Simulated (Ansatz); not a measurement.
Na₂Li, relaxed as a quartet with UKS PBE0/def2-TZVP in Ansatz, starting from the PBE0/def2-TZVP geometry of the neutral doublet. Force threshold 0.02 eV/Å.

At PBE0/def2-TZVP a doublet of charge 0 lies 0.98 eV below the quartet, each at its own geometry. The structure comes from a short search, and lower isomers may exist.

Start:

```xyz
3

Li    1.430    0.645    1.230
Na   -1.491    0.503    0.594
Na    0.061   -1.148   -1.824
```

Q: Estimate the energy that the relaxation releases and the steps that it takes.

A: 4.4 kcal/mol, in 6 steps; 7 s on 4 threads of Arm Neoverse V1 on a shared host. The force fell under the threshold at step 5, but the optimiser went on. No frequencies were taken in this run, so the end may be a saddle point.

Q: Does the start keep its bonding and symmetry?

A: Bonds lost: Li1–Na2 (atoms count from 1). Metal–metal contacts that move far: Na2–Na3 3.31 to 4.15 Å. Point group Cs at the start, C2v at the end, both within 0.05 Å; within 0.015 Å the end is Cs.

Q: Predict the relaxed structure.

A: 
```xyz
3

Li    1.715    0.549    1.118
Na   -2.072    0.692    0.814
Na    0.357   -1.242   -1.932
```
Bond lengths (bridged metal pairs left out): .
